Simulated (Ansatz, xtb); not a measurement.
# HOPS: where a starting geometry ends

The starting geometry of this gas-phase singlet has its atoms placed at random.

| atom | x (Å) | y (Å) | z (Å) |
| --- | --- | --- | --- |
| O | 0.9378 | -0.2902 | 1.2140 |
| P | -0.0220 | 0.3786 | -0.8794 |
| S | -1.3930 | -1.0665 | 0.5574 |
| H | 0.3752 | 1.5398 | -0.1368 |

Question: Guess where an optimisation with r2SCAN-D4/def2-SVP ends from this start.

Answer: It ends as `O1PS1`. Contacts that close: O1–P2 (2.40 → 1.69 Å), O1–S3 (2.54 → 1.77 Å), P2–S3 (2.46 → 2.10 Å).

The energy falls by 4.76 eV over 9 steps:

```json
{"step": "1", "E − E(last) (eV)": "4.764"}
{"step": "2", "E − E(last) (eV)": "2.429"}
{"step": "3", "E − E(last) (eV)": "0.662"}
{"step": "4", "E − E(last) (eV)": "0.181"}
{"step": "5", "E − E(last) (eV)": "0.135"}
{"step": "6", "E − E(last) (eV)": "0.001"}
{"step": "7", "E − E(last) (eV)": "0.000"}
{"step": "8", "E − E(last) (eV)": "0.000"}
{"step": "9", "E − E(last) (eV)": "0.000"}
```

Final geometry (Å):

```xyz
4

O     0.6477   -0.5082    0.8716
P     0.2885    0.2247   -0.6103
S    -1.0980   -0.7326    0.6476
H     0.0598    1.5779   -0.1537
```

From the same start GFN2-xTB reaches the same bonding as this run.

From so rough a start the end depends on the optimiser's path, so another program may land elsewhere. No frequencies were run, so the end isn't proven a minimum. Run with Ansatz 0.2.0, 27 s on 1 thread of AMD EPYC (Zen 3), with other jobs on the host.
